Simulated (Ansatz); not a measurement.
# B3H: the cost of one run

Method: def2-QZVPP, core rule «outside noble gas», up to 3 orbitals frozen; program: Ansatz 0.2.0, Gaussian basis.

To be run: UHF; ROHF; CCSD(T) on UHF.

2 further runs of the same task are left out: 2 set aside as unsound or not needed.

## Step 1: What is computed

The geometry is a PBE0/def2-TZVP stationary point (not a proven minimum).

4 atoms, charge 0, spin multiplicity 3.

Atoms are counted from 1 here; the program's logs count them from 0.

Bond lengths: B1–B2 1.556 Å, B1–B3 1.548 Å, B2–B3 1.853 Å, B2–H4 1.183 Å. Angles: B2–B1–B3 73.3°, B1–B2–B3 53.2°, B1–B2–H4 169.4°, B3–B2–H4 137.4°, B1–B3–B2 53.5°.

## Step 2: UHF

Contents of in.yaml:

```yaml
crystal:
  periodic: [false, false, false]
  atoms:
    - {symbol: B, position_ang: [0.000000, -0.796508, -0.346642]}
    - {symbol: B, position_ang: [0.000000, 0.061998, 0.950518]}
    - {symbol: B, position_ang: [0.000000, 0.685766, -0.794078]}
    - {symbol: H, position_ang: [0.000000, 0.522819, 2.040076]}
basis:
  gaussian: {orbitals: "def2-QZVPP.json"}
magnetization: {spin_polarized: true, initial_magnetization: 2}
hamiltonian: {xc: hf}
output: {orbitals: {seedname: orbitals}}
```

Launch:

```
ansatz run in.yaml --threads 1 --pin off --events-out ev --progress --plain --max-ram 2393MiB
```

**Question.** How long does this run take on 1 thread of Arm Neoverse V2, shared host, and how much memory does it need?

About 15 s, with a peak of 0.37 GiB.
